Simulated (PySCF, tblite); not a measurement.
# hydrogen chloride and 2 × water

A gas-phase complex of hydrogen chloride and 2 × water; neutral, singlet. The structure comes from a short search (6 tight-binding starts) and was relaxed by PBE0-D3(BJ)/def2-TZVPD; another way of binding may lie lower. No frequency run checks that it is a minimum.

```tsv
part	name	SMILES	atoms	charge	multiplicity
1	hydrogen chloride	Cl	1–2	0	1
2	water	O	3–5	0	1
3	water	O	6–8	0	1
```

Coordinates in Å:
```
Cl1     0.351   -0.372    0.074
H2     -0.653    0.280   -0.527
O3     -0.059    2.887    0.511
H4      0.585    3.515    0.177
H5      0.437    2.075    0.689
O6     -1.716    1.392   -1.079
H7     -1.293    2.131   -0.594
H8     -2.585    1.277   -0.684
```

```tsv
contact	kind (by geometry)	distance (Å)	angle (°)
H2···O6	hydrogen bond	1.635	166
H7···O3	hydrogen bond	1.821	155
```

Interaction energies are complex less parts, with the parts frozen as they stand in it; counterpoise-corrected, in kcal/mol (PySCF).

Task: Give the interaction energy at each level run.

Result: 
```
                  level  interaction  superposition error removed
wB97M-D3(BJ)/def2-TZVPD       -15.10                        -0.29
 PBE0-D3(BJ)/def2-TZVPD       -17.17                        -0.30
      RI-MP2/def2-TZVPD       -13.67                        -1.73
```

Task: What holds them together? Decompose the wB97M-D3(BJ)/def2-TZVPD energy: frozen parts, their antisymmetrised product, then relaxation.

Result: electrostatic -33.5, Pauli repulsion +41.8, orbital relaxation -21.3, dispersion correction -2.4 kcal/mol, which sum to the value before the counterpoise correction; the Pauli term holds the exchange-correlation of the frozen density too. Of the attraction, 59 % is electrostatic, 37 % is orbital relaxation, 4 % is dispersion correction.

Task: Are the pair energies additive?

Result: The pairs sum to -11.57 kcal/mol (1–2 -2.3, 1–3 -4.8, 2–3 -4.5); the rest of -3.54 is a many-body strengthening.

The parts were also relaxed and run alone, at the levels used for the complex: shieldings by PBE0/pcSseg-2; core levels by delta-SCF with SCAN, pcX-2 on the ionised atom and pcseg-1 elsewhere, spin-free X2C (2p3/2 is the spin-free 2p value less a third of a first-order spin-orbit splitting).

Values alone: Cl1–H2 bond (Å): 1.279; shielding of H2 (ppm): 30.67; shielding of O6 (ppm): 329.1; shielding of H7 (ppm): 30.89; shielding of O3 (ppm): 329.1; Cl1 2p3/2 core level (eV): 207.39; O3 1s core level (eV): 539.76; O6 1s core level (eV): 539.76.

Task: What does binding change?

Result: 
```
                 property   alone  in the complex  change
          Cl1–H2 bond (Å)   1.279           1.339  +0.060
    shielding of H2 (ppm)   30.67           20.75   -9.92
    shielding of O6 (ppm)   329.1           278.8   -50.3
    shielding of H7 (ppm)   30.89           25.03   -5.86
    shielding of O3 (ppm)   329.1           308.0   -21.1
Cl1 2p3/2 core level (eV)  207.39          205.90   -1.49
    O3 1s core level (eV)  539.76          540.20   +0.44
    O6 1s core level (eV)  539.76          539.86   +0.10
```

Density functionals tend to overstate the lengthening and the red shift of so strongly bound an X–H bond.
